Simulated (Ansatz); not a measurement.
The first iterations of a band of ClH + H4Si (7 atoms, charge 0, multiplicity 1).

Method: RKS PBE0-D4/def2-SVP (Ansatz).

```json
{"movable images": "7", "climbing image": "from the first iteration", "spring": "5.0 eV/Å²", "optimiser": "lbfgs", "start path": "through a guess of the saddle point", "force threshold": "0.03 eV/Å", "iteration limit": "60", "end points": "relaxed"}
```

Initial state:

```xyz
7
Properties=species:S:1:pos:R:3
Si 0.356 0.000 -0.151
H 0.424 0.000 1.342
H 1.750 0.000 -0.688
H -0.354 1.224 -0.620
H -0.354 -1.224 -0.620
Cl -2.946 0.000 1.364
H -2.136 0.000 2.362
```

Final state:

```xyz
7
Properties=species:S:1:pos:R:3
Si -0.403 0.000 -0.727
H -0.088 0.000 3.421
H 0.745 0.000 0.221
H -0.370 1.220 -1.579
H -0.370 -1.220 -1.579
Cl -2.163 0.000 0.365
H -0.610 0.000 2.867
```

| iteration | highest image above the first end (eV) | largest band force component (eV/Å) |
| --- | --- | --- |
| 1 | 2.753 | 6.882 |
| 2 | 2.556 | 3.103 |
| 3 | 2.288 | 1.661 |
| 4 | 2.088 | 1.692 |
| 5 | 2.045 | 1.055 |
| 6 | 1.825 | 1.403 |
| 7 | 1.806 | 0.804 |
| 8 | 1.730 | 0.828 |
| 9 | 1.719 | 0.648 |
| 10 | 1.668 | 0.775 |
| 11 | 1.664 | 0.524 |
| 12 | 1.649 | 0.518 |
| 13 | 1.638 | 0.748 |
| 14 | 1.637 | 0.387 |
| 15 | 1.635 | 0.335 |
| 16 | 1.634 | 0.362 |
| 17 | 1.633 | 0.271 |
| 18 | 1.632 | 0.227 |

Task: Does the band converge within its limit, and where does its top end?

Result: The run converged. It ended after 55 iterations with the highest image 1.630 eV above the first end. Another band between the same ends (7 images) ends at a top of the same energy, where a vibrational analysis finds 2 clearly imaginary modes. The orbitals stay closed-shell, which can raise the energy where a bond breaks towards radicals; this wasn't checked here.

Time of the run: 6.6 min on 1 thread of Arm Neoverse V2, on a shared host, peak memory 0.11 GiB.
